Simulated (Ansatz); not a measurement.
## Structure relaxation of Os3N2

Computed with DFT PBE, scalar-relativistic, plane waves, PAW in Ansatz. Cutoff 420 eV, Γ-centred k mesh, Gaussian smearing, no spin polarisation in the final step.

The start puts Os3N2 on the A-type sesquioxide structure type (P-3m1, No. 164), with N in place of La, Os in place of O, at a guessed volume.

```
Os N
1.0
     3.39749    0.00000    0.00000
    -1.69875    2.94231    0.00000
     0.00000    0.00000    5.28594
Os N
3 2
Direct
  0.00000 0.00000 0.00000
  0.33333 0.66667 0.64500
  0.66667 0.33333 0.35500
  0.33333 0.66667 0.24500
  0.66667 0.33333 0.75500
```

Cell and atoms relax at zero pressure; the relaxation can't lower the symmetry of the start. After a coarse first stage the cell is made exact in the group found at 0.06 Å.

Formation energies are uncorrected and refer to the elements' standard structures at the same level (N₂ as a molecule).

Task: Which crystal results?

Result: It keeps P-3m1 (No. 164), but not the shape of the type it started on. Conventional cell: a = 3.038 Å, c = 9.585 Å. Os on Wyckoff site a (1 atom of the primitive cell) has 6 Os at 2.81 Å and 6 Os at 3.04 Å; around Os on Wyckoff site d (2 atoms of the primitive cell) lie 3 N at 1.90 Å; around N lie 3 Os at 1.90 Å.

```cif
data_structure
_symmetry_space_group_name_H-M 'P-3m1'
_symmetry_Int_Tables_number 164
_cell_length_a 3.0379
_cell_length_b 3.0379
_cell_length_c 9.5846
_cell_angle_alpha 90.000
_cell_angle_beta 90.000
_cell_angle_gamma 120.000
_cell_volume 76.60
loop_
_atom_site_label
_atom_site_type_symbol
_atom_site_symmetry_multiplicity
_atom_site_Wyckoff_symbol
_atom_site_fract_x
_atom_site_fract_y
_atom_site_fract_z
_atom_site_occupancy
Os1 Os 1 a 0.00000 0.00000 0.00000 1
Os2 Os 2 d 0.33333 0.66667 0.77047 1
N1 N 2 d 0.33333 0.66667 0.30569 1
```

Task: What are its volume, energy, density and gap?

Result: The volume per atom is 15.3 Å³, the density is 13.0 g/cm³ and the energy over the elements is 0.80 eV/atom. The gap on the 12×12×4 mesh is 0 eV (a metal).

The final run used a 12×12×4 mesh on its 5-atom cell and 0.10 eV smearing. The k mesh leaves about 4 meV/atom of noise in metals. No dispersion correction is applied, so the spacing between layers, chains or molecules is poorly fixed, and with it the volume and density. Spin–orbit coupling is left out. A structure relaxed within its symmetry needn't be a true minimum.

Cost: 4 runs of about 6.9 core-minutes in all, on Arm Neoverse V2 (shared hosts).